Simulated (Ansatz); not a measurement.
`C=C(C)CC` → 5 C• + 10 H•  (atomization)

Computed with Ansatz on PBE0-D4/def2-TZVP structures; ΔE is electronic, products minus reactants. CCSD(T)/CBS is the MP2 limit (def2-TZVPP, def2-QZVPP) plus CCSD(T) − MP2 in def2-TZVPP, frozen cores. This one scheme is used for every species, atoms too. Functionals use def2-TZVPP. No spin–orbit coupling; open shells (•) take unrestricted orbitals. Spin–orbit coupling would lower the free atoms: a little for C. One conformer a species, not always the lowest.

`C=C(C)CC`:

```xyz
15

C     0.830   -1.374    1.074
C     0.460   -0.531    0.115
C     0.207   -0.992   -1.286
C     0.279    0.935    0.385
C    -1.152    1.424    0.186
H     1.015   -1.031    2.087
H     0.962   -2.433    0.879
H     0.420   -2.055   -1.401
H    -0.833   -0.821   -1.581
H     0.829   -0.436   -1.996
H     0.600    1.152    1.408
H     0.944    1.502   -0.280
H    -1.843    0.875    0.830
H    -1.235    2.486    0.428
H    -1.484    1.297   -0.847
```

```tsv
level	ΔE (kJ/mol)
BLYP-D4	6055.9
r2SCAN	6082.1
```

**Question.** What does CCSD(T)/CBS give? (Estimate.)

**Answer.** Ansatz gave: +6072.0 kJ/mol. The listed levels differ from it by -16.1, 10.1 kJ/mol.

**Question.** What do rigid-rotor, harmonic-oscillator terms from PBE0-D4/def2-TZVP frequencies (298.15 K, 1 bar) make of the CCSD(T)/CBS value? (An estimate is asked.)

**Answer.** Ansatz gave: ΔZPE = -358.8 kJ/mol, ΔH = +5786.3 kJ/mol, ΔS = 1609 J/(mol·K), ΔG = +5306.5 kJ/mol. Open shells count their whole term as degenerate.

Largest T1 diagnostic among the species: 0.010.

At CCSD(T), def2-SVP lies −210.3 kJ/mol from the extrapolated value and def2-TZVPP −122.9 kJ/mol: correlation converges slowly with the basis, and small sets miss more of it in the bonded molecule than in its fragments. From r2SCAN to r2SCAN0 (25 % exact exchange), in def2-TZVPP and without D4, ΔE moves by −53.4 kJ/mol: exact exchange takes away binding that semilocal exchange gives to molecules. Leaving LDA and LC-ωPBE aside and taking each functional with its dispersion term where it has one, the values, not all of them listed here, spread over 238.4 kJ/mol, from BHLYP-D4 to PBE-D4. LDA lies +706.7 kJ/mol from PBE without D4, its usual overbinding.

For atomizations the MP2-based limit and the directly extrapolated one differ by several kJ/mol either way, and by 10 to 25 for some Ge, Se and Sn compounds, so smaller differences from it don't rank the levels.
